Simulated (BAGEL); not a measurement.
# SiH3O2 (SMILES O[SiH]O): UHF/STO-3G (density fitting with qzvpp-jkfit)

Aim: the vertical ionisation energy of SiH3O2 at UHF/STO-3G (density fitting with qzvpp-jkfit), from 2 runs. 

Program for the calculation: BAGEL 1.2.2.

1 further run of the same task is left out (set aside as unsound or not needed).

## (1) The system as given

SiH3O2: 6 atoms, total charge 0, spin state doublet. SMILES: `O[SiH]O`. Geometry: relaxed at PBE0-D4/def2-TZVP. This is one conformer, not always the lowest.

Bond lengths: O1–Si2 1.652 Å, Si2–O3 1.641 Å, O1–H4 0.958 Å, Si2–H5 1.496 Å, O3–H6 0.959 Å. Angles: O1–Si2–O3 107.5°, O1–Si2–H5 112.0°, O3–Si2–H5 104.2°, Si2–O1–H4 117.1°, Si2–O3–H6 117.2°.

## (2) A single-point energy at UHF/STO-3G (density fitting with qzvpp-jkfit)

job.json reads:

```json
{ "bagel" : [

{
  "title" : "molecule",
  "basis" : "sto-3g",
  "df_basis" : "qzvpp-jkfit",
  "angstrom" : "true",
  "geometry" : [
    { "atom" : "O", "xyz" : [   -1.186200,   -0.443400,   -0.202500 ] },
    { "atom" : "Si", "xyz" : [    0.358900,    0.083300,   -0.457100 ] },
    { "atom" : "O", "xyz" : [    1.071000,    0.255000,    1.010900 ] },
    { "atom" : "H", "xyz" : [   -1.625300,   -0.879000,   -0.934700 ] },
    { "atom" : "H", "xyz" : [    0.393800,    1.459300,   -1.043800 ] },
    { "atom" : "H", "xyz" : [    0.987700,   -0.475200,    1.627200 ] }
  ]
},
{ "title" : "uhf", "nopen" : 1 },
{ "title" : "print", "file" : "orbitals.molden", "orbitals" : "true" }

]}
```

Started as:

```console
$ BAGEL_NUM_THREADS=1 BAGEL job.json > job.out
```

Log:

```text
* using 1 threads per process

  ===============================================================
  ===============================================================

  *** Geometry ***

  { "atom" : "O", "xyz" : [     -2.241593,     -0.837905,     -0.382670 ] },
  { "atom" : "Si", "xyz" : [      0.678223,      0.157414,     -0.863794 ] },
  { "atom" : "O", "xyz" : [      2.023897,      0.481880,      1.910324 ] },
  { "atom" : "H", "xyz" : [     -3.071372,     -1.661069,     -1.766327 ] },
  { "atom" : "H", "xyz" : [      0.744174,      2.757677,     -1.972496 ] },
  { "atom" : "H", "xyz" : [      1.866482,     -0.897998,      3.074962 ] },

  Number of auxiliary basis functions:      336

  Since a DF basis is specified, we compute 2- and 3-index integrals:
    o Being stored without compression. Storage requirement is 0.001 GB

  Number of basis functions:       22
  Number of electrons      :       33

    * METHOD: MOLECULE                             0.07

  *** Open-shell HF ***

  === Nuclear Repulsion ===
   111.6089976352

      * DIIS with orbital gradients will be used.

  === UHF iteration (sto-3g) ===
      0       -434.90541708          0.04396717           0.01
      1       -434.98578959          0.01077061           0.01
      2       -434.99186968          0.00298869           0.01
      3       -434.99249903          0.00095512           0.01
      4       -434.99270630          0.00025567           0.01
      5       -434.99273833          0.00005209           0.01
      6       -434.99274226          0.00002481           0.01
      7       -434.99274367          0.00001338           0.01
      8       -434.99274420          0.00000451           0.01
      9       -434.99274423          0.00000139           0.01
     10       -434.99274423          0.00000061           0.01
     11       -434.99274423          0.00000023           0.01
     12       -434.99274423          0.00000008           0.01
     13       -434.99274423          0.00000004           0.01
     14       -434.99274423          0.00000002           0.01
     15       -434.99274423          0.00000001           0.01
    * SCF iteration converged.

    * S^2 (UHF) is 0.7548

    * Permanent dipole moment:
           (   -0.023514,     0.758211,     0.628830) a.u.

    * METHOD: UHF                                  0.23

    * METHOD: PRINT                                0.00

  ===============================================================
```

Wall time 0.42 s (1 thread of Arm Neoverse V1, shared host); peak memory 0.081 GiB.

## (3) The singlet cation, same level

input.json reads:

```json
{ "bagel": [

{
  "title": "molecule",
  "basis": "sto-3g",
  "df_basis": "qzvpp-jkfit",
  "angstrom": true,
  "geometry": [
    { "atom": "O", "xyz": [      -1.186200,      -0.443400,      -0.202500 ] },
    { "atom": "Si", "xyz": [       0.358900,       0.083300,      -0.457100 ] },
    { "atom": "O", "xyz": [       1.071000,       0.255000,       1.010900 ] },
    { "atom": "H", "xyz": [      -1.625300,      -0.879000,      -0.934700 ] },
    { "atom": "H", "xyz": [       0.393800,       1.459300,      -1.043800 ] },
    { "atom": "H", "xyz": [       0.987700,      -0.475200,       1.627200 ] }
  ]
},

{ "title": "hf", "charge": 1 },

{ "title": "print", "file": "orbitals.molden", "orbitals": true }

]}
```

Started as:

```console
$ BAGEL_NUM_THREADS=1 BAGEL input.json > input.out
```

Log:

```text
* using 1 threads per process

  ===============================================================
  ===============================================================

  *** Geometry ***

  { "atom" : "O", "xyz" : [     -2.241593,     -0.837905,     -0.382670 ] },
  { "atom" : "Si", "xyz" : [      0.678223,      0.157414,     -0.863794 ] },
  { "atom" : "O", "xyz" : [      2.023897,      0.481880,      1.910324 ] },
  { "atom" : "H", "xyz" : [     -3.071372,     -1.661069,     -1.766327 ] },
  { "atom" : "H", "xyz" : [      0.744174,      2.757677,     -1.972496 ] },
  { "atom" : "H", "xyz" : [      1.866482,     -0.897998,      3.074962 ] },

  Number of auxiliary basis functions:      336

  Since a DF basis is specified, we compute 2- and 3-index integrals:
    o Being stored without compression. Storage requirement is 0.001 GB

  Number of basis functions:       22
  Number of electrons      :       33

    * METHOD: MOLECULE                             0.07

  *** RHF ***

  === Nuclear Repulsion ===
   111.6089976352

      * DIIS with orbital gradients will be used.

  === RHF iteration (sto-3g) ===
      0       -434.70041096          0.02537896           0.01
      1       -434.78748050          0.01268169           0.01
      2       -434.80770526          0.00138892           0.01
      3       -434.80834776          0.00047889           0.01
      4       -434.80842423          0.00021719           0.01
      5       -434.80844225          0.00006152           0.01
      6       -434.80844415          0.00002084           0.01
      7       -434.80844441          0.00000858           0.01
      8       -434.80844445          0.00000354           0.01
      9       -434.80844446          0.00000136           0.01
     10       -434.80844446          0.00000053           0.01
     11       -434.80844446          0.00000021           0.01
     12       -434.80844446          0.00000008           0.01
     13       -434.80844446          0.00000003           0.01
     14       -434.80844446          0.00000001           0.01
     15       -434.80844446          0.00000001           0.01
    * SCF iteration converged.

    * Permanent dipole moment:
           (   -0.285428,     0.815281,     1.253259) a.u.

    * METHOD: HF                                   0.14

    * METHOD: PRINT                                0.00

  ===============================================================
```

Run time: 0.34 s. Hardware: 1 thread of Arm Neoverse V1, shared host; peak memory 0.081 GiB.

## (4) Outcome

At UHF/STO-3G (density fitting with qzvpp-jkfit):

```
                                          quantity          value
                      doublet SiH3O2: total energy  -434.99274 Eh
                     doublet SiH3O2: dipole moment         2.50 D
                              doublet SiH3O2: ⟨S²⟩          0.755
                      singlet cation: total energy  -434.80844 Eh
                       singlet cation: HOMO energy      -17.34 eV
                       singlet cation: LUMO energy       -4.34 eV
                     singlet cation: HOMO–LUMO gap       13.01 eV
vertical ionisation energy (to the singlet cation)       5.015 eV
```

**Reading.** The vertical ionisation energy comes to 5.02 eV (484 kJ/mol). Only the singlet of the ionised species was computed; a triplet could lie lower. In a minimal basis such a difference can be off by several eV, whatever the method.
